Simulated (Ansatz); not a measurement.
in.yaml

```yaml
crystal:
  periodic: [false, false, false]
  atoms:
    - {symbol: Si, position_ang: [0.000000, -0.101076, 0.030229]}
    - {symbol: H, position_ang: [0.000000, 1.850178, -1.962540]}
    - {symbol: H, position_ang: [0.000000, 0.966228, 1.120241]}
basis:
  gaussian: {orbitals: STO-3G, fitting: {mean_field: def2-universal-jkfit}}
magnetization: {spin_polarized: false}
correlation: {method: ccsdt_q_b, electrons: outside_noble_gas}
accuracy: high
```

```sh
$ ansatz run in.yaml --threads 1 --pin off --events-out ev --progress --plain --max-ram 2393MiB
```

Problem. Roughly how long does this take on 1 thread of Arm Neoverse V1, shared host, and how much host memory?

Solution. 0.45 s wall and 0.18 GiB.

```
164 factors; integrals over basis functions are off by at most 7.6e-3 eV
mean field evaluation 1: about -7790.6960 eV, gradient 1.4e1 eV
mean field evaluation 2: about -7791.5396 eV, gradient 1.8e1 eV
mean field evaluation 4: about -7794.0920 eV, gradient 3.4e-1 eV
mean field evaluation 8: about -7790.6954 eV, gradient 1.4e1 eV
mean field evaluation 16: about -7789.1134 eV, gradient 3.4e-3 eV
mean field evaluation 32: about -7787.4502 eV, gradient 4.7e0 eV
mean field -7794.09388835 eV, -286.4276673703 hartree, gradient 8.1e-9 eV, S^2 0.000000; 5 other end points of the search recorded, 0 dependent functions left out; unrestricted orbitals would lower it
determinant -7794.09388835 eV, -286.4276673703 hartree, with singles and doubles -7798.16537485 eV, -286.5772917396 hartree
determinant -7789.11335331 eV, -286.2446360836 hartree, with singles and doubles -7793.94260440 eV, -286.4221077878 hartree
mean field evaluation 64: about -7791.5396 eV, gradient 1.3e1 eV
mean field evaluation 96: about -7796.6098 eV, gradient 1.9e0 eV
unrestricted determinant -7796.88108671 eV, -286.5300950207 hartree, S^2 0.9335
5 core orbitals not correlated: weight in the atoms' cores, before any rotation towards them, 1.000 or more for the frozen orbitals, at most 0.000 for the correlated occupied ones
reference -7794.09388835 eV, -286.4276673703 hartree; 3, 3 occupied and 3, 3 virtual orbitals, 164 factors
second order -2.29752649 eV of doubles, -0.00000000 eV of singles
cycle   1  -2.25275318 eV  change   -8.6e-1 eV  update   1.4e-1
cycle   2  -2.80790567 eV  change   -5.6e-1 eV  update   1.1e-1
...
cycle  20  -4.03873615 eV  change    6.2e-7 eV  update   7.2e-8
cycle  21  -4.03873697 eV  change   -8.2e-7 eV  update   2.1e-7
cycle  22  -4.03873847 eV  change   -1.5e-6 eV  update   1.4e-7
cycle  23  -4.03873847 eV  change   3.9e-10 eV  update   1.0e-8
cycle  24  -4.03873847 eV  change   -4.5e-9 eV  update   6.5e-9
cycle  25  -4.03873845 eV  change    1.5e-8 eV  update   2.0e-9
cycle  26  -4.03873847 eV  change   -1.1e-8 eV  update   1.1e-9
cycle  27  -4.03873847 eV  change   -2.1e-9 eV  update  4.6e-10
cycle  28  -4.03873846 eV  change    3.3e-9 eV  update  3.4e-10
cycle  29  -4.03873846 eV  change   2.2e-10 eV  update  6.8e-11
perturbative correction 0.00606706 eV, 0.0002229605 hartree
WARN: these amplitudes may be one of several solutions (largest doubles amplitude 0.61, level shift 6.99 eV)
Total energy: -7798.12655975 eV, -286.5758653108 hartree
```
